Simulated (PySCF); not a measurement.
How methods differ on the ionisation energy of Ar

Ar [Ar] (1S) → Ar⁺ [Ne] 3s2 3p5 (2P), as a difference of total energies. Calculation: PySCF 2.14, in 6-31G* (4s3p1d, 18 functions); the non-relativistic Hamiltonian (point nucleus). Correlated levels: valence: [Ne] frozen. The calculations carry no spin-orbit coupling.

```json
{"method": "UHF", "ionisation energy (eV)": "14.659"}
{"method": "B3LYP", "ionisation energy (eV)": "15.789"}
{"method": "LDA", "ionisation energy (eV)": "15.968"}
{"method": "MP2 (valence)", "ionisation energy (eV)": "15.342"}
{"method": "SCS-MP2 (valence)", "ionisation energy (eV)": "15.261"}
{"method": "CCSD (valence)", "ionisation energy (eV)": "15.215"}
{"method": "CCSD(T) (valence)", "ionisation energy (eV)": "15.223"}
```

Task: How much does correlation contribute at CCSD(T) (valence)?

Result: 15.223 − (14.659) = 0.564 eV, measured against UHF.

Errors of the correlated levels include the incompleteness of this basis and the frozen core.

For comparison: 15.819 eV (measured; NIST levels, between the centres of gravity of the two terms).
